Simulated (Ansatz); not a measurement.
A CCSD(T) single point on C3H9O+, SMILES `C[O+](C)C`.

```yaml
crystal:
  periodic: [false, false, false]
  atoms:
    - {symbol: C, position_ang: [-0.494743, 1.015485, -0.855295]}
    - {symbol: O, position_ang: [-0.350697, -0.022162, 0.167625]}
    - {symbol: C, position_ang: [0.557343, 0.342247, 1.256911]}
    - {symbol: C, position_ang: [-0.115553, -1.361088, -0.376290]}
    - {symbol: H, position_ang: [-1.282258, 0.680502, -1.524852]}
    - {symbol: H, position_ang: [-0.790362, 1.922213, -0.334576]}
    - {symbol: H, position_ang: [0.455934, 1.137450, -1.375369]}
    - {symbol: H, position_ang: [0.198736, 1.288343, 1.653145]}
    - {symbol: H, position_ang: [1.570912, 0.424866, 0.863222]}
    - {symbol: H, position_ang: [0.475525, -0.444335, 2.002088]}
    - {symbol: H, position_ang: [-0.924499, -1.555926, -1.075105]}
    - {symbol: H, position_ang: [-0.158574, -2.047172, 0.465215]}
    - {symbol: H, position_ang: [0.858235, -1.380423, -0.866698]}
basis:
  gaussian: {orbitals: def2-SVP}
total_charge: 1
correlation: {method: ccsd_t}
```

```sh
$ ansatz run in.yaml --threads 4 --pin off --events-out ev --progress --plain
```

The program prints (abridged):

```
Functional definition: HF
1032 factors; integrals over basis functions are off by at most 1.4e-3 eV
mean field evaluation 1: about -5256.8217 eV, gradient 3.1e1 eV
mean field evaluation 2: about -5256.8276 eV, gradient 3.1e1 eV
mean field evaluation 4: about -5259.3929 eV, gradient 4.4e0 eV
mean field evaluation 8: about -5259.4323 eV, gradient 5.1e-5 eV
mean field -5259.43228903 eV, -193.2805716505 hartree, gradient 2.2e-6 eV, S^2 0.000000; 0 other end points of the search recorded, 0 dependent functions left out
4 core orbitals not correlated: weight in the atoms' cores, before any rotation towards them, 1.000 or more for the frozen orbitals, at most 0.000 for the correlated occupied ones
reference -5259.43228903 eV, -193.2805716505 hartree; 13, 13 occupied and 84, 84 virtual orbitals, 1032 factors
second order -16.65242894 eV of doubles, -0.00000000 eV of singles
cycle   1  -17.60834755 eV  change   -9.6e-1 eV  update   8.3e-2
cycle   2  -18.09454885 eV  change   -4.9e-1 eV  update   2.4e-2
cycle   3  -18.17727699 eV  change   -8.3e-2 eV  update   9.4e-3
cycle   4  -18.17632292 eV  change    9.5e-4 eV  update   2.1e-3
cycle   5  -18.17761102 eV  change   -1.3e-3 eV  update   7.4e-4
cycle   6  -18.17772367 eV  change   -1.1e-4 eV  update   2.6e-4
cycle   7  -18.17760115 eV  change    1.2e-4 eV  update   9.3e-5
cycle   8  -18.17760713 eV  change   -6.0e-6 eV  update   3.5e-5
cycle   9  -18.17759836 eV  change    8.8e-6 eV  update   7.3e-6
perturbative correction -0.46284977 eV, -0.0170094154 hartree
Total energy: -5278.07273716 eV, -193.9655954846 hartree
```

Hardware: 4 threads of a server CPU on a shared host. Wall time 3.9 s, peak host memory 0.47 GiB.

MP2 recovers 89.3 % of the CCSD(T) correlation energy and the triples give 2.5 %; T1 = 0.0087.
